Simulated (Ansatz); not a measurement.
**Iron, bcc under PBE: testing the Gaussian smearing**

A convergence test of the Gaussian smearing width. The geometry was relaxed under PBE beforehand and stays fixed; 7 values are run, from 0.01 to 1.0 eV. Wanted are the values from which on the energy stays within 10 and 1 meV/atom, and the pressure within 0.5 GPa, of the narrowest run. Within the series other settings stay, but some runs also write fields, which adds to their time. The moments start as that relaxation left them.

Computed with Ansatz 0.2.0 (DFT PBE, plane waves with PAW, scalar-relativistic, unless a step says otherwise).

### 1 The system as given

It takes space group Im-3m (No. 229, cubic). The conventional cell has a = 2.833 Å, b = 2.833 Å, c = 2.833 Å, α = 90.00°, β = 90.00°, γ = 90.00°. Fe (site symmetry m-3m) is surrounded by 8 Fe at 2.45 Å.

Structure file:

```
CELL_PARAMETERS angstrom
-1.41631 1.41631 1.41631
1.41631 -1.41631 1.41631
1.41631 1.41631 -1.41631
ATOMIC_POSITIONS crystal
Fe 0.00000 0.00000 0.00000
```

The atoms start with moments of +2.21 μB.

### 2 With a width of 0.01 eV

The run at 0.01 eV.

File input.yaml:

```yaml
crystal:
  lattice:
    - [-1.4163059769, 1.4163059769, 1.4163059769]
    - [1.4163059769, -1.4163059769, 1.4163059769]
    - [1.4163059769, 1.4163059769, -1.4163059769]
  atoms:
    - { symbol: Fe, position: [0.0, 0.0, 0.0], spin: 2.208 }
hamiltonian:
  xc: pbe
  pseudopotentials:
    kind: paw
    azcp:
      Fe: "pseudopotentials/Fe.paw.azcp"
basis:
  ecutwfc: 420
  fft_grid_basis: typed
kpoints:
  mp_grid: { grid: [15, 15, 15], shift: [0, 0, 0] }
magnetization:
  spin_polarized: true
scf:
  occupations: { method: gaussian, width: 0.01 }
  lower_state_search: "off"
output:
  stress: true
```

Started as:

```bash
ansatz run input.yaml --threads 1 --pin off --max-ram 3584MiB --backend cpu --events-out ev --progress --plain --runs-dir out
```

### 3 With a width of 0.03 eV

The run at 0.03 eV.

input.yaml, as its differences from that of step 2:

```diff
@@ -21,3 +21,3 @@
 scf:
-  occupations: { method: gaussian, width: 0.01 }
+  occupations: { method: gaussian, width: 0.03 }
   lower_state_search: "off"
@@ -25 +25,5 @@
   stress: true
+  write_density: true
+  write_potential: true
+  elf: true
+  volumetric_format: npy
```

### 4 With a width of 0.1 eV

The run at 0.1 eV.

input.yaml, as its differences from that of step 3:

```diff
@@ -21,3 +21,3 @@
 scf:
-  occupations: { method: gaussian, width: 0.03 }
+  occupations: { method: gaussian, width: 0.1 }
   lower_state_search: "off"
@@ -25,5 +25 @@
   stress: true
-  write_density: true
-  write_potential: true
-  elf: true
-  volumetric_format: npy
```

### 5 With a width of 0.2 eV

The run at 0.2 eV.

input.yaml, as its differences from that of step 4:

```diff
@@ -21,3 +21,3 @@
 scf:
-  occupations: { method: gaussian, width: 0.1 }
+  occupations: { method: gaussian, width: 0.2 }
   lower_state_search: "off"
```

### 6 With a width of 0.3 eV

The run at 0.3 eV.

input.yaml, as its differences from that of step 5:

```diff
@@ -21,3 +21,3 @@
 scf:
-  occupations: { method: gaussian, width: 0.2 }
+  occupations: { method: gaussian, width: 0.3 }
   lower_state_search: "off"
```

### 7 With a width of 0.6 eV

The run at 0.6 eV.

input.yaml, as its differences from that of step 6:

```diff
@@ -21,3 +21,3 @@
 scf:
-  occupations: { method: gaussian, width: 0.3 }
+  occupations: { method: gaussian, width: 0.6 }
   lower_state_search: "off"
```

### 8 With a width of 1.0 eV

The run at 1.0 eV.

input.yaml, as its differences from that of step 7:

```diff
@@ -21,3 +21,3 @@
 scf:
-  occupations: { method: gaussian, width: 0.6 }
+  occupations: { method: gaussian, width: 1.0 }
   lower_state_search: "off"
@@ -25 +25,5 @@
   stress: true
+  write_density: true
+  write_potential: true
+  elf: true
+  volumetric_format: npy
```

(Steps that only read results are left out.)

Before running it: what results should come out?

As calculated:

```
                                           quantity                       value
       E(σ → 0) stays within 10 meV/atom of 0.01 eV                up to 0.6 eV
                   E(σ → 0) stays within 1 meV/atom                up to 0.3 eV
                      pressure stays within 0.5 GPa                up to 1.0 eV
                                pressure at 0.01 eV                   -0.17 GPa
energy of a separate run on a finer mesh (25×25×25)  +0.6 meV/atom from 0.01 eV
```

What this shows: At 1.0 eV the energy differs by +67.0 meV/atom and the pressure by -0.2 GPa. The free energy F moves by -275.5 meV/atom over the range, and the estimate for σ → 0 by +67.0. With this scheme F falls about as the square of the width. The mesh (15×15×15) is fixed, so the narrowest widths carry a k-point error of their own. The largest moment goes from 2.22 μB at 0.01 eV to 1.86 μB at 1.0 eV. A run on a finer mesh agrees with the yardstick to 1 meV/atom. The cell taken over is 4 % smaller than the measured one (11.78 Å³/atom, COD).
